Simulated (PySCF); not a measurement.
## Level of theory and adiabatic energies of losing or gaining an electron: dibromine

Structure: `BrBr` (Br2).

All levels share the PBE0-D3(BJ)/ma-def2-SVP structures and the PBE0-D3(BJ)/ma-def2-SVP thermal terms; only the single-point energies (PySCF) change. Values are adiabatic energies of losing or gaining an electron (0 K, eV).

```csv
level,ionisation energy to the radical cation,abs. error,time
M06-L/ma-def2-TZVP (grid 3),10.08,0.43,35 s
OPBE/ma-def2-TZVP,10.27,0.25,25 s
PBE-D3(BJ)/ma-def2-TZVP,10.29,0.23,25 s
TPSSh-D3(BJ)/ma-def2-TZVP (grid 3),10.44,0.08,27 s
r2SCAN-D3(BJ)/ma-def2-TZVP (grid 3),10.46,0.06,35 s
PBE0-D3(BJ)/def2-TZVPP,10.49,0.03,11 s
PBE0-D3(BJ)/def2-TZVP,10.49,0.03,11 s
PBE0-D3(BJ)/aug-cc-pVTZ,10.49,0.02,17 s
PBE0-D3(BJ)/def2-TZVPD,10.50,0.02,15 s
PBE0-D3(BJ)/ma-def2-TZVP,10.50,0.02,–
B3LYP-D3(BJ)/ma-def2-TZVP,10.52,0.01,13 s
PBE0-D3(BJ)/def2-SV(P),10.59,0.07,6.4 s
PBE0-D3(BJ)/cc-pVDZ,10.60,0.08,5.4 s
PBE0-D3(BJ)/aug-cc-pVDZ,10.61,0.09,8.5 s
PBE0-D3(BJ)/ma-def2-SVP,10.64,0.13,7.2 s
PBE0-D3(BJ)/def2-SVPD,10.65,0.13,8.9 s
PBE0-D3(BJ)/pcseg-1,10.75,0.23,5 s
ATcT 1.112,10.52,,
```

Times are wall times for all single points of a level on 1 thread of Arm Neoverse V2, a shared host; the dash marks the run that also made the structures. M06-L, OPBE, PBE, r2SCAN ran on a slower path of this set-up, which computes the density-fitting integrals anew in every SCF cycle while the other levels store them. So the times needn't show the usual order of cost, and those levels read slower than they are.

The spread: 0.66 eV, from 10.08 to 10.75.

Known limits: spin-orbit coupling is left out of the energies, which matters for open shells on the heavier atoms; atoms from Ga to Kr are treated without relativity.

Differences come from unrounded values, so a last digit can differ from that of the printed terms.
